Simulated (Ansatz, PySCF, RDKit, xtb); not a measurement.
**B2H2O: a search for the lowest isomer**

Given the formula B2H2O and nothing else, which arrangement of the atoms is the most stable in the gas at 298.15 K, and what are its properties?

Plan: many cheap relaxations first (GFN2-xTB), then density-functional screening, relaxation at r2SCAN-D4/def2-TZVP, vibrations and a final energy. The numbers are computed, not measured.

7 further runs of the same task are left out: 7 set aside as unsound or not needed.

## 1. Possible bonding patterns

A program enumerates the bonding patterns with one Lewis structure each (two rings at most, one unusual centre or charged pair), with their diastereomers. O–O, O–halogen and N–halogen bonds and N–N–N chains are not drawn. That gives 10 candidates.

```
label          SMILES     spin
 c259    [BH+][BH-]=O  singlet
 c312    B#[B-][OH2+]  singlet
 c365            B=BO  singlet
 c415   [B+]1[BH2-]O1  singlet
 c437           [B]OB  triplet
 c504            BB=O  singlet
 c619           [B]OB  singlet
 c720     [B+]=[BH-]O  singlet
 c901  B1=[BH-][OH+]1  singlet
 c902           B1BO1  singlet
```

Candidates are built by distance geometry, with a force field where one applies, in up to four conformers (letters a to d). 6 starts with atoms placed at random are added, to find patterns that the rules miss.

**Question.** With final energies at CCSD(T)/def2-TZVPP, which structure will this search put lowest in free energy, and by what margin?

| quantity | value |
| --- | --- |
| lowest structure found | BB=O, singlet, C2v |
| next finalist | B1BO1, singlet, 8.5 kcal/mol higher in G |
| share at equilibrium, among the finalists | 100.0 % |
| harmonic wavenumbers, lowest and highest (r2SCAN-D4/def2-TZVP) | 297 and 2706 cm⁻¹ |
| rotational constants, same geometry | 7.936, 0.2657, 0.2571 cm⁻¹ |
| dipole moment (PBE0/def2-TZVPD) | 3.04 D |
| HOMO energy (PBE0/def2-TZVPD) | -9.98 eV |
| LUMO energy (PBE0/def2-TZVPD) | -3.50 eV |
| HOMO–LUMO gap (PBE0/def2-TZVPD) | 6.48 eV |
| lowest excitation (TD-PBE0/def2-SVPD) | 4.78 eV (f = 0.000) |
| strongest of the states computed, same level | 9.18 eV (f = 0.193) |
| lowest triplet excitation, same level, Tamm-Dancoff | 4.30 eV |
| vertical ionisation energy | 12.44 eV |
| vertical electron affinity | 1.45 eV |
| vertical triplet less singlet | +4.35 eV |

The lowest structure found is `BB=O`. The margin of 8.5 kcal/mol over the next finalist is beyond the usual error of the last level; it says nothing of structures that weren't ranked. GFN2-xTB, HF/STO-3G, r2SCAN-D4/def2-SVP, r2SCAN-D4/def2-TZVP, HF/def2-TZVPP and MP2/def2-TZVPP already put its bonding pattern lowest among the structures in one piece. The search is not exhaustive (a finite list of starts, one conformer a finalist), so a lower isomer can't be ruled out. The lowest isomer need not be the one that is made and kept in a bottle, which depends on barriers.
